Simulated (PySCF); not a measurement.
H2P, SMILES [PH2], multiplicity 2. Coordinates come from a PBE-D3(BJ)/def2-TZVPD optimisation. The isomer is the one that the SMILES or the coordinates give; other isomers of the formula were not compared.

Computed equilibrium geometry at PBE-D3(BJ)/def2-TZVPD (PySCF confirms it by a frequency run) as a Z-matrix, and its point group:
point group C2v.
```
P
H 1 1.4358
H 1 1.4358 2 90.85
```
Charge 0, spin multiplicity 2.
